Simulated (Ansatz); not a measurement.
System: C2Cl4 (charge 0, singlet). 
Coordinates optimised at B3LYP-D3(BJ)/def2-TZVP (Ansatz, an electronic-structure program):
```
C
C 1 1.3392
Cl 1 1.7185 2 122.37
Cl 2 1.7185 1 122.37 3 180.00
Cl 1 1.7185 2 122.37 4 0.00
Cl 2 1.7185 1 122.37 3 0.00
```

Parts of the frozen-core correlation energy in cc-pV(D+d)Z (Ansatz, hartree). Frozen orbitals: 22; correlated occupied orbitals by spin: 18 and 18; virtual: 80 and 80. Spin-orbit coupling is left out. No relativistic terms. The restricted reference is unstable.

```
term                             value
-------------------------  -----------
reference (HF)             -1913.70414
MP2 opposite-spin             -0.59180
MP2 same-spin                 -0.22869
CCSD correlation              -0.86908
(T)                           -0.03013
T1 diagnostic                    0.010
largest doubles amplitude        0.098
```
